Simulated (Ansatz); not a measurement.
**CH₂N (quartet): B2PLYP, RPA-PBE over a scan of the angle C2–N1–H3, cc-pVDZ**

How well do these functionals follow the top wave-function level for CH₂N (quartet) over a scan of the angle C2–N1–H3?

Computed with Ansatz 0.2.0, Gaussian basis. Level: cc-pVDZ, all electrons in the functionals, frozen cores in the correlation of double hybrids and RPA.

To be run: B2PLYP, RPA-PBE, at 71.3°; 89.0°; 101.7°; 110.2°; 120.4°; 142.5°; 160.1°; 180.0°.

13 further runs of the same task are left out: 1 for a mislabelled method, 11 that didn't finish, 1 set aside as unsound or not needed.

### 1 What is computed

The geometry derives from a PBE0/def2-TZVP stationary point (not a proven minimum). One angle is set to the value named; bond lengths are kept.

4 atoms, charge 0, spin multiplicity 4.

Atoms are counted from 1 here; the program's logs count them from 0.

Bond lengths: N1–C2 1.434 Å, N1–H3 1.028 Å, C2–H4 1.090 Å. Angles: C2–N1–H3 110.2°, N1–C2–H4 121.0°.

Coordinates:

```xyz
4
CH2N
N    -0.03007   -0.13076    0.66124
C     0.11617    0.10261   -0.74585
H    -0.28265    0.74272    1.14104
H    -0.68379   -0.14838   -1.44234
```

No dispersion term is added.

The geometry shown and the zero of energy belong to the point 110.2°. The yardstick, UCCSDT(Q), and other wave-function levels (R restricted, U unrestricted, valence and pair active spaces) come from earlier runs.

### 2 B2PLYP, 71.3°

in.yaml reads:

```yaml
crystal:
  periodic: [false, false, false]
  atoms:
    - {symbol: N, position_ang: [0.024246, -0.349435, 0.605225]}
    - {symbol: C, position_ang: [0.055161, 0.330934, -0.656481]}
    - {symbol: H, position_ang: [-0.207645, 0.640334, 0.758695]}
    - {symbol: H, position_ang: [-0.786585, 0.272109, -1.346431]}
basis:
  gaussian: {orbitals: cc-pVDZ}
magnetization: {spin_polarized: true, initial_magnetization: 3}
hamiltonian: {xc: {name: B2PLYP}}
correlation: {electrons: outside_noble_gas}
```

Launch:

```console
$ ansatz run in.yaml --threads 1 --pin off --events-out ev --progress --plain --max-ram 2393MiB
```

The runs that follow: B2PLYP, 89.0°; B2PLYP, 101.7°; B2PLYP, 110.2°; B2PLYP, 120.4°; B2PLYP, 142.5°; B2PLYP, 160.1°; B2PLYP, 180.0°; RPA-PBE, 71.3°; RPA-PBE, 89.0°; RPA-PBE, 101.7°; RPA-PBE, 110.2°; RPA-PBE, 120.4°; RPA-PBE, 142.5°; RPA-PBE, 160.1°; RPA-PBE, 180.0°.

**Question.** What will the summary of the whole plan be? Wanted: span of the UCCSDT(Q) curve; largest miss, B2PLYP; largest miss, RPA-PBE.

As calculated:

| quantity | value |
| --- | --- |
| span of the UCCSDT(Q) curve | 31.8 kcal/mol |
| largest miss, B2PLYP | -2.2 kcal/mol (180.0°) |
| largest miss, RPA-PBE | -1.7 kcal/mol (180.0°) |

Of the functionals, RPA-PBE keep the smallest largest miss at the points compared (at most 1.7 kcal/mol) and B2PLYP strays most (2.2 kcal/mol, at 180.0°). Functionals and the yardstick converge differently with the basis, so part of each miss in cc-pVDZ is the basis.
